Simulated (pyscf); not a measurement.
**Four-centre exchange: `[NH2][SiH]([NH2])[NH2]` + `[OH2]` → `[NH3]` + `[NH2][SiH]([NH2])[OH]`**

Gas phase, singlet surface, charge 0. Bonds broken: N1–Si2, O12–H13. Bonds formed: N1–H13, Si2–O12. Single points on ωB97X-D3(BJ)/def2-SVP structures (PySCF, gas phase).

Transition state (Å):

```xyz
14

N     -0.1628     1.6552     0.7965
Si    -0.9611     0.0778     0.0738
N     -1.2177    -0.1616    -1.6244
N     -2.6218     0.6517     0.4035
H     -0.1418     1.7121     1.8144
H     -0.5527     2.5196     0.4214
H     -0.7035    -1.0209     1.0480
H     -0.6194    -0.7491    -2.1920
H     -2.1488    -0.0563    -2.0098
H     -3.3703     0.0049     0.1617
H     -2.8011     0.9775     1.3507
O      1.0133     0.0122    -0.3282
H      0.7985     1.1278     0.2704
H      1.2132     0.1663    -1.2597
```

One imaginary mode, 1039i cm⁻¹; descent along it reached the two sides named, in the forms told below.

| bond | change | reactant side (Å) | saddle | product side |
|---|---|---|---|---|
| N1–Si2 | breaks | 1.761 | 1.910 | 3.3 |
| O12–H13 | breaks | 0.978 | 1.284 | 2.261 |
| N1–H13 | forms | 2.003 | 1.216 | 1.023 |
| Si2–O12 | forms | 3.4 | 2.016 | 1.689 |

Electronic energies relative to the separated reactants (eV):

| level | barrier | reaction energy | reverse barrier |
|---|---|---|---|
| ωB97X-D3(BJ)/def2-TZVP | 0.85 | -0.51 | 1.36 |
| PBE/def2-TZVP | 0.68 | -0.53 | 1.21 |
| r²SCAN/def2-TZVP | 0.72 | -0.56 | 1.28 |
| B3LYP-D3(BJ)/def2-TZVP | 0.87 | -0.54 | 1.41 |
| PBE0-D3(BJ)/def2-TZVP | 0.75 | -0.51 | 1.25 |
| M06-2X/def2-TZVP | 0.82 | -0.54 | 1.36 |
| ωB97M-D3(BJ)/def2-TZVP | 0.84 | -0.53 | 1.37 |
| HF/def2-TZVP | 1.68 | -0.59 | 2.27 |

With ωB97M-D3(BJ)/def2-TZVP energies and thermal terms (ideal gas, 1 atm, RRHO with modes under 100 cm⁻¹ raised to 100, one conformer, R ln 2 for chiral ones without a mode under 150 cm⁻¹), in eV:

```json
[
 {"T (K)": "298", "ΔH‡": "0.82", "ΔG‡": "1.33", "ΔH": "-0.51", "ΔG": "-0.52"},
 {"T (K)": "600", "ΔH‡": "0.81", "ΔG‡": "1.86", "ΔH": "-0.52", "ΔG": "-0.52"},
 {"T (K)": "900", "ΔH‡": "0.83", "ΔG‡": "2.38", "ΔH": "-0.53", "ΔG": "-0.52"},
 {"T (K)": "1200", "ΔH‡": "0.86", "ΔG‡": "2.89", "ΔH": "-0.54", "ΔG": "-0.52"}
]
```

On the reactant side the descent ends in a complex, 0.26 eV under the separated species and 1.11 eV under the saddle at ωB97X-D3(BJ)/def2-TZVP. On the product side the descent ends in a complex (not fully relaxed), 0.23 eV under the separated species and 1.60 eV under the saddle at ωB97X-D3(BJ)/def2-TZVP. This is the saddle that the search found; another between the same sides may lie lower.
